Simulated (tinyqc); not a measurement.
CIS on RHF in the sto-3g basis, frozen core, for OH-, spin multiplicity 1, step by step. The basis has no diffuse functions, so it cannot describe the extra electron: this is an exercise in the method, not the real anion. One step of it, computed by the program tinyqc.

Task: Integrals over molecular orbitals. (pq|rs) = sum C_ip C_jq C_kr C_ls (ij|kl), one index at a time.

coefficients C:
```
              MO1        MO2        MO3       MO4        MO5        MO6
1O 1s    0.994077  -0.229787  -0.123297  0.000000   0.000000   0.103330
1O 2s    0.026320   0.805029   0.657437  0.000000   0.000000  -0.729915
1O 2px   0.000000   0.000000   0.000000  0.903400  -0.428799   0.000000
1O 2py   0.000000   0.000000   0.000000  0.428799   0.903400   0.000000
1O 2pz   0.004883   0.099673  -0.575867  0.000000   0.000000  -0.993683
2H 1s   -0.008375   0.309390  -0.617472  0.000000   0.000000   1.176133
```

core Hamiltonian H = T + V (hartree):
```
             1O 1s      1O 2s     1O 2px     1O 2py     1O 2pz      2H 1s
1O 1s   -32.220721  -7.494407   0.000000   0.000000  -0.018620  -2.095100
1O 2s    -7.494407  -8.835887   0.000000   0.000000  -0.210861  -4.041608
1O 2px    0.000000   0.000000  -6.992051   0.000000   0.000000   0.000000
1O 2py    0.000000   0.000000   0.000000  -6.992051   0.000000   0.000000
1O 2pz   -0.018620  -0.210861   0.000000   0.000000  -7.143689  -2.707542
2H 1s    -2.095100  -4.041608   0.000000   0.000000  -2.707542  -5.066284
```

Two-electron integrals (ij|kl) in chemists' order, unique and non-zero (hartree):
```
(11|11) 4.785065   (21|11) 0.741380   (21|21) 0.136873   (22|11) 1.118947
(22|21) 0.256633   (22|22) 0.817206   (31|31) 0.024477   (32|31) 0.037809
(32|32) 0.180518   (33|11) 1.115814   (33|21) 0.256684   (33|22) 0.817023
(33|33) 0.880159   (41|41) 0.024477   (42|41) 0.037809   (42|42) 0.180518
(43|43) 0.047444   (44|11) 1.115814   (44|21) 0.256684   (44|22) 0.817023
(44|33) 0.785270   (44|44) 0.880159   (51|51) 0.024477   (52|51) 0.037809
(52|52) 0.180518   (53|53) 0.047444   (54|54) 0.047444   (55|11) 1.115814
(55|21) 0.256684   (55|22) 0.817023   (55|33) 0.785270   (55|44) 0.785270
(55|55) 0.880159   (61|11) 0.209516   (61|21) 0.038305   (61|22) 0.071197
(61|33) 0.071067   (61|44) 0.071067   (61|51) 0.001732   (61|52) 0.003223
(61|55) 0.071464   (61|61) 0.010855   (62|11) 0.464594   (62|21) 0.107692
(62|22) 0.374459   (62|33) 0.368510   (62|44) 0.368510   (62|51) 0.007958
(62|52) 0.058467   (62|55) 0.386016   (62|61) 0.030615   (62|62) 0.205046
(63|31) 0.011803   (63|32) 0.066727   (63|53) 0.012423   (63|63) 0.030749
(64|41) 0.011803   (64|42) 0.066727   (64|54) 0.012423   (64|64) 0.030749
(65|11) 0.314615   (65|21) 0.073942   (65|22) 0.274742   (65|33) 0.262028
(65|44) 0.262028   (65|51) 0.016666   (65|52) 0.107993   (65|55) 0.299874
(65|61) 0.022036   (65|62) 0.182786   (65|65) 0.192085   (66|11) 0.573840
(66|21) 0.135153   (66|22) 0.534053   (66|33) 0.512353   (66|44) 0.512353
(66|51) 0.014023   (66|52) 0.137201   (66|55) 0.576838   (66|61) 0.038847
(66|62) 0.353277   (66|65) 0.360360   (66|66) 0.774606
```

Give: one-electron integrals over orbitals h = C^T H C; Two-electron integrals over orbitals.

Result:

one-electron integrals over orbitals h = C^T H C (hartree):
```
          1        2        3        4        5        6
1  -32.2023   0.5712   0.2967   0.0000   0.0000  -0.2488
2    0.5712  -7.1262  -0.6350   0.0000   0.0000   1.2205
3    0.2967  -0.6350  -6.2007   0.0000   0.0000  -1.2302
4    0.0000   0.0000   0.0000  -6.9921   0.0000   0.0000
5    0.0000   0.0000   0.0000   0.0000  -6.9921   0.0000
6   -0.2488   1.2205  -1.2302   0.0000   0.0000  -5.5263
```

Two-electron integrals over orbitals (pq|rs), unique and non-zero (hartree); the lowest 1 orbital is frozen and left out:
```
(22|22) 0.7337    (32|22) -0.0065   (32|32) 0.1479    (33|22) 0.6605
(33|32) 0.0551    (33|33) 0.7080    (42|42) 0.1400    (43|42) 0.0568
(43|43) 0.0562    (44|22) 0.7399    (44|32) 0.0932    (44|33) 0.6822
(44|44) 0.8802    (52|52) 0.1400    (53|52) 0.0568    (53|53) 0.0562
(54|54) 0.0474    (55|22) 0.7399    (55|32) 0.0932    (55|33) 0.6822
(55|44) 0.7853    (55|55) 0.8802    (62|22) -0.1187   (62|32) 0.0022
(62|33) -0.0269   (62|44) -0.1346   (62|55) -0.1346   (62|62) 0.1113
(63|22) 0.0661    (63|32) 0.1110    (63|33) 0.0903    (63|44) 0.1310
(63|55) 0.1310    (63|62) -0.0501   (63|63) 0.1396    (64|42) -0.0477
(64|43) 0.0023    (64|64) 0.0394    (65|52) -0.0477   (65|53) 0.0023
(65|65) 0.0394    (66|22) 0.6957    (66|32) -0.0489   (66|33) 0.6488
(66|44) 0.6647    (66|55) 0.6647    (66|62) -0.0878   (66|63) 0.0227
(66|66) 0.7290
```
